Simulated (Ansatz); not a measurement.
1T (CdI2-type) ZrSe₂

Computed with PBE (plane waves, PAW; Ansatz, a quantum-chemistry and plane-wave program).

Run with plane-wave cutoff 500 eV, 12×12×6 k mesh (along the axes of the cell as run), Fermi–Dirac smearing 0.05 eV, scalar-relativistic PAW data made under PBE.

Cell (relaxed at this level):

```
CELL_PARAMETERS angstrom
      3.79788     0.00000     0.00000
     -1.89894     3.28906     0.00000
      0.00000     0.00000     6.88162
ATOMIC_POSITIONS crystal
  Zr 0.00000 0.00000 0.00000
  Se 0.66667 0.33333 0.76990
  Se 0.33333 0.66667 0.23010
```

- band gap: 0.41 eV (on the SCF k mesh)

Measured, for comparison: band gap 1.18 eV (temperature not stated, not corrected to a static lattice, fundamental, indirect, our sources range from 0.90 to 1.20; as tabulated in Rybak et al. (2022), arXiv:2210.12074).

Note: the cell comes from a level without a dispersion term, which matters for the spacing of layers, chains or molecules; the cell has widely spaced layers and the level no dispersion term, so their spacing and the moduli can rest on weak binding.

Spin–orbit coupling is not included.

Static lattice: no zero-point or thermal effects.

The result took roughly 90 core-seconds.
